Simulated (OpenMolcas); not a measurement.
**Setting up SiF2 (SMILES F[Si]F) in OpenMolcas**

The species is SiF2 (3 atoms), meant as a singlet with charge 0. As SMILES, `F[Si]F`. The shape is that of a PBE0-D4/def2-TZVP optimisation.

```tsv
atom	x (Å)	y (Å)	z (Å)
F	0.1663	1.2468	0.2294
Si	-0.5949	-0.0464	-0.3301
F	0.4286	-1.2004	0.1007
```

Settings wanted:

```yaml
method: HF
reference: RHF
integral_approximation: none
symmetry: none
basis_set: STO-3G
task: gradient
nucleus: point
SCF_convergence_threshold: 1e-10
```

Question: Write the OpenMolcas 26.06 input and the command.

Answer: One that was run (others would do as well):

mol.input:
```
* F2Si Hartree-Fock

&GATEWAY
 BasLib = $CurrDir
 Coord
 3
 angstrom
 F        0.166300       1.246800       0.229400
 Si      -0.594900      -0.046400      -0.330100
 F        0.428600      -1.200400       0.100700
 Basis = STO-3G
 Group = NoSym

&SEWARD

&SCF
 Thresholds = 1e-10 1e-07 1e-07 1e-05
 PrOrbitals = 1 1

&ALASKA
```

```bash
$ export MOLCAS_MEM=1860
$ pymolcas mol.input > mol.log
```

(Basis files named in the input come from the Basis Set Exchange and aren't shown.)

Calculated total energy: -481.68390 Eh, largest force 1.136 eV/Å.
